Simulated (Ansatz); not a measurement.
Scan of [Br···H···Br], doublet

Starting geometry:

```tsv
atom	x (Å)	y (Å)	z (Å)
Br	0.0000	0.0000	-1.7302
H	0.0000	0.0000	-0.3096
Br	0.0000	0.0000	2.0398
```

From there H2 is moved from one fragment to the other while all else, the fragments' distance too, stays fixed, so the hump isn't the reaction's barrier; atoms are numbered as listed. Energies are in kJ/mol, counted from the starting geometry at the same level.

Basis cc-pVTZ; Ansatz 0.2.0. Correlated methods freeze the noble-gas cores and the filled d shells of p-block atoms. Prefix R: restricted or restricted open-shell reference; prefix U: unrestricted. No spin–orbit coupling is included, and no scalar relativity.

Unrestricted rows (U) aren't spin-pure: their determinants' ⟨S²⟩ exceeds S(S+1) by up to 0.13, so they mix in states of higher spin. The reference follows the lowest state, whose symmetry changes along the scan.

Full CI isn't at hand for all of this; UCCSDT(Q) serves as the reference, and is uncertain by about the last step of the cluster series.

```json
{"distance Br1-H2 (Å)": "1.421", "UMP2": "0.0"}
{"distance Br1-H2 (Å)": "1.538", "UMP2": "15.4"}
{"distance Br1-H2 (Å)": "1.772", "UMP2": "98.8"}
{"distance Br1-H2 (Å)": "2.006", "UMP2": "96.4"}
```

Question: Estimate the UCCSDT(Q) curve in cc-pVTZ from this one, knowing how UMP2 errs.

Answer: The computed UCCSDT(Q) values, in kJ/mol from the starting point, and the error of UMP2 against them:
| distance Br1-H2 (Å) | UCCSDT(Q) | UMP2 less UCCSDT(Q) |
| --- | --- | --- |
| 1.421 | 0.0 | 0.0 |
| 1.538 | 14.3 | 1.2 |
| 1.772 | 75.9 | 22.9 |
| 2.006 | 74.4 | 22.1 |

The error spans 22.9 kJ/mol and is largest, 22.9 kJ/mol, at 1.772 Å.
